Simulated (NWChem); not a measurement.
System: AlF3 anion, doublet; SMILES of the neutral closed-shell parent [F][Al]([F])[F]

Parts of the log:

```
             Northwest Computational Chemistry Package (NWChem) 7.3.0
             --------------------------------------------------------

                             Geometry "geometry" -> ""
                             -------------------------

 Output coordinates in angstroms (scale by  1.889725989 to convert to a.u.)

  No.       Tag          Charge          X              Y              Z
 ---- ---------------- ---------- -------------- -------------- --------------
    1 Al                  13.0000     0.00000100     0.00000100    -0.41934000
    2 F                    9.0000    -1.15028500    -1.15028500     0.18398200
    3 F                    9.0000    -0.42103500     1.57131900     0.18398200
    4 F                    9.0000     1.57131900    -0.42103500     0.18398200

 Effective nuclear repulsion energy (a.u.)     152.6918947472

                              NWChem Property Module
                              ----------------------

  itol2e modified to match energy
  convergence criterion.

                                 NWChem DFT Module
                                 -----------------

 Summary of "ao basis" -> "ao basis" (spherical)
 ------------------------------------------------------------------------------
       Tag                 Description            Shells   Functions and Types
 ---------------- ------------------------------  ------  ---------------------
 Al                        def2-tzvp                13       37   5s5p2d1f
 F                         def2-tzvp                11       31   5s3p2d1f

  itol2e modified to match energy
  convergence criterion.

            General Information
            -------------------
          SCF calculation type: DFT
          Wavefunction type:  spin polarized.
          No. of atoms     :     4
          No. of electrons :    41
           Alpha electrons :    21
            Beta electrons :    20
          Charge           :    -1
          Spin multiplicity:     2
          Use of symmetry is: off; symmetry adaption is: off
          Maximum number of iterations: 150
          AO basis - number of functions:   130
                     number of shells:    46
          Convergence on energy requested:  1.00D-07
          Convergence on density requested:  1.00D-05
          Convergence on gradient requested:  5.00D-04

              XC Information
              --------------
                        BHLYP Method XC Functional
                     Hartree-Fock (Exact) Exchange  0.500
                        Slater Exchange Functional  0.500 local
                    Becke 1988 Exchange Functional  0.500 non-local
              Lee-Yang-Parr Correlation Functional  1.000

             Grid Information
             ----------------
          Grid used for XC integration:  fine
          Radial quadrature: Mura-Knowles
          Angular quadrature: Lebedev.
          Tag              B.-S. Rad. Rad. Pts. Rad. Cut. Ang. Pts.
          ---              ---------- --------- --------- ---------
          Al                  1.25      123           7.0       770
          F                   0.50       70           8.0       590
          Grid pruning is: on
          Number of quadrature shells:   333
          Spatial weights used:  Erf1

      Superposition of Atomic Density Guess
      -------------------------------------

 Sum of atomic energies:        -540.12905898

 Renormalizing density from      40.00 to     41

      Non-variational initial energy
      ------------------------------

 Total energy =    -547.999216
 1-e energy   =   -1084.643917
 2-e energy   =     383.952806
 HOMO         =       0.131717
 LUMO         =       0.316920

   convergence    iter        energy       DeltaE   RMS-Dens  Diis-err
 ---------------- ----- ----------------- --------- --------- ---------
 d= 0,ls=0.0,diis     1   -542.1655499666 -6.95D+02  6.75D-03  4.32D-01
                                                     2.63D-03  4.10D-01
 d= 0,ls=0.0,diis     2   -542.2466264913 -8.11D-02  1.08D-03  6.84D-02
                                                     9.41D-04  6.90D-02
 d= 0,ls=0.0,diis     3   -542.2588287400 -1.22D-02  4.04D-04  4.30D-03
                                                     1.70D-04  4.12D-03
 d= 0,ls=0.0,diis     4   -542.2598099146 -9.81D-04  2.19D-04  9.04D-04
                                                     8.54D-05  9.19D-04
 d= 0,ls=0.0,diis     5   -542.2601183961 -3.08D-04  1.35D-04  2.32D-05
                                                     2.52D-05  1.68D-05
  Resetting Diis
 d= 0,ls=0.0,diis     6   -542.2601383725 -2.00D-05  2.42D-05  4.17D-07
                                                     7.95D-06  5.75D-07
 d= 0,ls=0.0,diis     7   -542.2601391209 -7.48D-07  1.89D-06  2.94D-08
                                                     9.27D-07  4.77D-08
 d= 0,ls=0.0,diis     8   -542.2601391500 -2.91D-08  4.11D-07  6.72D-09
                                                     5.28D-07  5.18D-09

         Total DFT energy =     -542.260139149960
      One electron energy =    -1071.002396876002
           Coulomb energy =      426.454452329779
    Exchange-Corr. energy =      -50.404089350942
 Nuclear repulsion energy =      152.691894747206

 Numeric. integr. density =       40.999999821310

                    DFT Final Alpha Molecular Orbital Analysis
                    ------------------------------------------

 Vector   19  Occ=1.000000D+00  E=-2.701570D-01
              MO Center= -3.8D-01, -3.7D-01,  1.5D-01, r^2= 2.9D+00
   Bfn.  Coefficient  Atom+Function         Bfn.  Coefficient  Atom+Function
  ----- ------------  ---------------      ----- ------------  ---------------
    45      0.289661  2 F  pz                48      0.239337  2 F  pz
    51      0.172243  2 F  pz                44      0.161361  2 F  py
    43      0.159828  2 F  px                75      0.147354  3 F  py
    76     -0.146496  3 F  pz               105      0.145108  4 F  px
   107     -0.143160  4 F  pz                47      0.131572  2 F  py

 Vector   20  Occ=1.000000D+00  E=-2.595450D-01
              MO Center= -1.2D-05, -1.2D-05,  1.7D-01, r^2= 3.1D+00
   Bfn.  Coefficient  Atom+Function         Bfn.  Coefficient  Atom+Function
  ----- ------------  ---------------      ----- ------------  ---------------
    74      0.279697  3 F  px               106     -0.279697  4 F  py
    77      0.229560  3 F  px               109     -0.229560  4 F  py
    43     -0.204756  2 F  px                44      0.204756  2 F  py
    46     -0.168052  2 F  px                47      0.168052  2 F  py
    80      0.167698  3 F  px               112     -0.167697  4 F  py

 Vector   21  Occ=1.000000D+00  E=-2.622083D-02
              MO Center=  1.4D-06,  1.4D-06, -1.4D+00, r^2= 2.4D+00
   Bfn.  Coefficient  Atom+Function         Bfn.  Coefficient  Atom+Function
  ----- ------------  ---------------      ----- ------------  ---------------
     5      0.671964  1 Al s                  4      0.324267  1 Al s
    20     -0.318560  1 Al pz                17     -0.296703  1 Al pz
     3     -0.202649  1 Al s                 28      0.122818  1 Al d  0
    42     -0.093472  2 F  s                 73     -0.093473  3 F  s
   104     -0.093473  4 F  s                 45      0.091834  2 F  pz

 Vector   22  Occ=0.000000D+00  E= 2.507210D-01
              MO Center=  9.4D-02,  9.4D-02, -8.7D-01, r^2= 6.6D+00
   Bfn.  Coefficient  Atom+Function         Bfn.  Coefficient  Atom+Function
  ----- ------------  ---------------      ----- ------------  ---------------
    18      0.892934  1 Al px                19      0.892723  1 Al py
    42      0.493978  2 F  s                 73     -0.246955  3 F  s
   104     -0.247057  4 F  s                 80     -0.113958  3 F  px
   112     -0.113942  4 F  py                51     -0.103058  2 F  pz
    40      0.090705  2 F  s                 27     -0.087613  1 Al d -1

 Vector   23  Occ=0.000000D+00  E= 2.507213D-01
              MO Center= -9.4D-02, -9.4D-02, -8.7D-01, r^2= 6.6D+00
   Bfn.  Coefficient  Atom+Function         Bfn.  Coefficient  Atom+Function
  ----- ------------  ---------------      ----- ------------  ---------------
    18      0.892724  1 Al px                19     -0.892935  1 Al py
    73      0.427837  3 F  s                104     -0.427778  4 F  s
    49     -0.096808  2 F  px                50      0.096809  2 F  py
    82     -0.089256  3 F  pz               113      0.089244  4 F  pz
    27      0.087635  1 Al d -1              29      0.087615  1 Al d  1

 Vector   24  Occ=0.000000D+00  E= 2.656671D-01
              MO Center= -1.2D-05, -1.2D-05,  7.7D-01, r^2= 5.7D+00
   Bfn.  Coefficient  Atom+Function         Bfn.  Coefficient  Atom+Function
  ----- ------------  ---------------      ----- ------------  ---------------
     5      1.291462  1 Al s                 20      1.089410  1 Al pz
    42     -0.539215  2 F  s                 73     -0.539207  3 F  s
   104     -0.539207  4 F  s                 81      0.164444  3 F  py
   111      0.164444  4 F  px                28     -0.133338  1 Al d  0
    49     -0.120380  2 F  px                50     -0.120380  2 F  py

                     DFT Final Beta Molecular Orbital Analysis
                     -----------------------------------------

 Vector   18  Occ=1.000000D+00  E=-2.672644D-01
              MO Center=  4.4D-01,  4.3D-01,  1.5D-01, r^2= 2.8D+00
   Bfn.  Coefficient  Atom+Function         Bfn.  Coefficient  Atom+Function
  ----- ------------  ---------------      ----- ------------  ---------------
   107     -0.278602  4 F  pz                76      0.276794  3 F  pz
   110     -0.230136  4 F  pz                79      0.228643  3 F  pz
   113     -0.167268  4 F  pz                82      0.166183  3 F  pz
   105      0.152117  4 F  px                75     -0.150687  3 F  py
   108      0.123882  4 F  px                78     -0.122711  3 F  py

[...]

          ----------------------
          Hyperfine Interactions
          ----------------------

 Total Spin Density (Fermi Contact Term)
 ------------------ --------------------
     Atom            x         y         z       Density (a.u.)      Aiso(MHz)     Aiso(Gauss)
     1  27-Al     0.00000   0.00000  -0.79244       0.792158        923.360981     329.477602
     2  19-F     -2.17372  -2.17372   0.34768       0.090343        380.111371     135.632960
     3  19-F     -0.79564   2.96936   0.34768       0.090343        380.112585     135.633394
     4  19-F      2.96936  -0.79564   0.34768       0.090343        380.112589     135.633395

           -------------------------------------------
           Anisotropic Interaction (Spin-Dipolar Term)
           -------------------------------------------

 ------------------------------------------------------------
     Atom            x         y         z
 ------------------------------------------------------------
     1  27-Al     0.00000   0.00000  -0.79244

   Spin-Dipolar term (a.u.)
        xx             yy             zz             xy             xz             yz
 ------------------------------------------------------------------------------------------
      -0.260470      -0.260470       0.520941      -0.000000       0.000000       0.000000

   Principal Comp. of -hf- tensor (au)            Anisotropic -hfcc- (MHz)               Anisotropic -hfcc- (Gauss)
 --------------------------------------------------------------------------------------------------------------------------
     -0.260470    -0.260470     0.520941     -36.240944   -36.240915    72.481859     -12.931648   -12.931638    25.863286

   Orientation of the principal axis of Hyperfine Tensor w.r.t absolute (molecular) frame
 --------------------------------------------------------------------------------------------------------------------------
      0.707458    -0.706756     0.000000
      0.706756     0.707458     0.000000
     -0.000000    -0.000000     1.000000

 ------------------------------------------------------------
     Atom            x         y         z
 ------------------------------------------------------------
     2  19-F     -2.17372  -2.17372   0.34768

   Spin-Dipolar term (a.u.)
        xx             yy             zz             xy             xz             yz
 ------------------------------------------------------------------------------------------
      -0.075022      -0.075022       0.150043       0.073783      -0.145201      -0.145201

   Principal Comp. of -hf- tensor (au)            Anisotropic -hfcc- (MHz)               Anisotropic -hfcc- (Gauss)
 --------------------------------------------------------------------------------------------------------------------------
     -0.144431    -0.148805     0.293236     -72.537141   -74.733510   147.270650     -25.883012   -26.666730    52.549741

   Orientation of the principal axis of Hyperfine Tensor w.r.t absolute (molecular) frame
 --------------------------------------------------------------------------------------------------------------------------
      0.580012    -0.707107    -0.404458
      0.580012     0.707107    -0.404458
      0.571990    -0.000000     0.820261

 ------------------------------------------------------------
     Atom            x         y         z
 ------------------------------------------------------------
     3  19-F     -0.79564   2.96936   0.34768

   Spin-Dipolar term (a.u.)
        xx             yy             zz             xy             xz             yz
 ------------------------------------------------------------------------------------------
      -0.138919      -0.011124       0.150043      -0.036893      -0.053149       0.198348

   Principal Comp. of -hf- tensor (au)            Anisotropic -hfcc- (MHz)               Anisotropic -hfcc- (Gauss)
 --------------------------------------------------------------------------------------------------------------------------
     -0.148805    -0.144432     0.293237     -74.733771   -72.537251   147.271023     -26.666823   -25.883051    52.549874

   Orientation of the principal axis of Hyperfine Tensor w.r.t absolute (molecular) frame
 --------------------------------------------------------------------------------------------------------------------------
      0.965914    -0.212350    -0.148046
      0.258863     0.792297     0.552499
     -0.000027    -0.571990     0.820260

 ------------------------------------------------------------
     Atom            x         y         z
 ------------------------------------------------------------
     4  19-F      2.96936  -0.79564   0.34768

   Spin-Dipolar term (a.u.)
        xx             yy             zz             xy             xz             yz
 ------------------------------------------------------------------------------------------
      -0.011124      -0.138919       0.150043      -0.036893       0.198348      -0.053149

   Principal Comp. of -hf- tensor (au)            Anisotropic -hfcc- (MHz)               Anisotropic -hfcc- (Gauss)
 --------------------------------------------------------------------------------------------------------------------------
     -0.144432    -0.148805     0.293237     -72.537251   -74.733771   147.271023     -25.883051   -26.666823    52.549874

   Orientation of the principal axis of Hyperfine Tensor w.r.t absolute (molecular) frame
 --------------------------------------------------------------------------------------------------------------------------
      0.792297     0.258863     0.552499
     -0.212350     0.965914    -0.148046
     -0.571990    -0.000027     0.820260
```

Level: BHandHLYP/def2-TZVP, spin-unrestricted, contact and dipolar terms. Sets without diffuse functions describe the anion's extra electron poorly. The geometry was optimised at B3LYP/def2-SVPD, spin-unrestricted. This spin state was assumed; another may lie lower. No stability test was run on the SCF state.

Q: Reconstruct the input file.

A: This is not unique; one that fits is the input that was run:
```
start job
memory heap 200 mb stack 900 mb global 1100 mb
charge -1
geometry units angstroms noautosym nocenter noautoz
  Al     0.000001     0.000001    -0.419340
  F     -1.150285    -1.150285     0.183982
  F     -0.421035     1.571319     0.183982
  F      1.571319    -0.421035     0.183982
end
basis spherical
  Al library def2-tzvp
  F library def2-tzvp
end
dft
  odft
  mult 2
  xc bhlyp
  iterations 150
end
property
  hyperfine
end
task dft property
```
